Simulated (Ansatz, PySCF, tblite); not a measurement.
Potential energy curve for SMILES ClB(Cl)Cl. The B1–Cl4 bond (B1 also carries Cl, Cl; Cl4 carries nothing else) is varied alone, starting from the PBE0/def2-TZVP optimised geometry.

Levels: UKS-BP86/6-31G* = unrestricted BP86/6-31G*, spherical d (PySCF); RKS-B3LYP/LANL2DZ = restricted B3LYP/LANL2DZ, with its core potentials past Ne run with PySCF; GFN2-xTB, 300 K electronic temperature (tblite); UHF/cc-pVTZ (Ansatz, a quantum-chemistry and plane-wave program).

Energies are in kJ/mol, each relative to the lowest point of its own curve near equilibrium.

```
R / Å  UKS-BP86/6-31G*  RKS-B3LYP/LANL2DZ  GFN2-xTB    UHF
-----  ---------------  -----------------  --------  -----
1.40             274.1              307.7     178.6  268.8
1.49             129.5              153.8      70.2  124.9
1.57              55.3               72.0      23.6   51.6
1.63              23.2               34.8       6.9   20.5
1.67              10.2               18.6       1.5    8.3
1.74               0.0                3.2       0.0    0.0
1.80               0.8                0.0       4.3    2.9
1.84               5.1                1.8       9.2    8.7
1.92              20.0               12.4      22.7   27.3
2.00              40.9               29.8      39.7   52.5
2.14              85.1               69.7      74.7  105.5
2.36             159.6              142.0     136.8  196.2
2.61             238.0              222.5     208.1  286.4
2.86             304.5              293.0     270.7  330.7
3.09             354.6              347.1     317.1  349.8
3.44             406.1              410.8     366.6  362.1
3.82             434.6              459.7     395.4  366.7
4.24             451.1              496.3         —  368.4
4.69             460.2              521.6         —  368.9
5.30             466.0              541.1         —  369.2
6.10                 —              553.1         —  369.3
```

At the longest distance, 6.10 Å, RKS-B3LYP/LANL2DZ lies highest above its minimum (553.1 kJ/mol) and UHF lowest (369.3 kJ/mol).

A dash means that the run gave no value there, or that the column was ended at a point which the program doubted or which failed a test of continuity chosen for this set; such a test can also cut sound points.

The unrestricted determinant behind UKS-BP86/6-31G* is spin-contaminated at 3.44 to 5.30 Å (<S²> up to 0.8, against 0.00 for a pure singlet). The restricted form behind RKS-B3LYP/LANL2DZ keeps the bonding electrons paired and can't separate into open-shell fragments. The unrestricted determinant behind UHF is spin-contaminated at 2.61 to 6.10 Å (<S²> up to 1.0, against 0.00 for a pure singlet).
